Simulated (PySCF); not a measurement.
dichloromethane (CH₂Cl₂), SMILES ClCCl. Atoms are numbered in the order given.

```xyz
5

Cl    -1.4688     0.0000     0.2146
C      0.0000     0.0000    -0.7593
Cl     1.4688     0.0000     0.2146
H      0.0000     0.8970    -1.3708
H      0.0000    -0.8970    -1.3708
```
Charge 0, spin multiplicity 1.

Geometry optimised at PBE0-D3(BJ)/def2-TZVP.

Two levels are set side by side: PBE/pcJ-1 (PySCF) and B3LYP/pcJ-1 (PySCF). One-bond couplings, all four terms, same geometry. Isotopes: 13C, 1H, 35Cl. Differences are taken from unrounded values.

```
quantity        B3LYP    PBE  PBE minus B3LYP
--------------  -----  -----  ---------------
¹J(C2,H4) (Hz)  183.6  169.2            -14.4
¹J(C2,H5) (Hz)  183.6  169.2            -14.4
```

Rough cost on one machine, each run with all the roots and properties that it gave: B3LYP against PBE about 3 times.
